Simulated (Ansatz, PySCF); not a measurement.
System: methane, CH₄ (charge 0, singlet). SMILES: C
Geometry: optimised at B3LYP-D3(BJ)/def2-TZVP (Ansatz, an electronic-structure program).

Wanted: enthalpy of formation at 298 K, in kcal/mol. Conventions: non-relativistic; dispersion terms only where a functional's name holds one; no spin-orbit coupling; LANL2DZ all-electron up to Ne; UHF or UKS for open shells. Ab initio and DFT rows: single points at B3LYP-D3(BJ) geometries (Ansatz), with unscaled harmonic terms from B3LYP/6-31G* at its own minima, enthalpies of formation by atomisation with measured atoms.

| species | coefficient | E at B3LYP/LANL2DZ (Ansatz), Eh | E at M06-2X/def2-TZVPD (PySCF), Eh | H(298 K) - E, kcal/mol |
|---|---|---|---|---|
| C (CH4) | +1 | -40.51439 | -40.50048 | 30.76 |
| C atom | -1 | -37.85342 | -37.84258 | - |
| H atom | -4 | -0.49891 | -0.49815 | - |

The atoms take no thermal term, since their enthalpies of formation at 0 K are used: the result is the sum of coefficient times E, plus the molecule's thermal term, plus number times (enthalpy of formation minus H(298) - H(0)) over the atoms. Measured values of the atoms (G2/97 table in ASE), kcal/mol:

```csv
atom,number,enthalpy of formation of the gas at 0 K,H(298) - H(0) of the element's standard state
C,1,169.98,0.25
H,4,51.63,1.01
```

Measured values: Active Thermochemical Tables 1.112 (ions: stationary electron), as tabulated in the package chemicals; they hold spin-orbit and core effects, anharmonicity.  Value to compare with, the measured value: -17.8 kcal/mol. 1 Eh = 627.5095 kcal/mol.

Problem. Compute it at each level from the table, and compare with the measured value.

Solution. 
- B3LYP/LANL2DZ: the sum of coefficient times E is -0.66533 Eh, or -417.50 kcal/mol; the thermal terms add 30.76; the atoms' measured terms add 372.21. Result: -14.5 kcal/mol. Its error against the measured value is 3.3 kcal/mol.
- M06-2X/def2-TZVPD: the sum of coefficient times E is -0.66530 Eh, or -417.48 kcal/mol; the thermal terms add 30.76; the atoms' measured terms add 372.21. Result: -14.5 kcal/mol. Its error against the measured value is 3.3 kcal/mol.
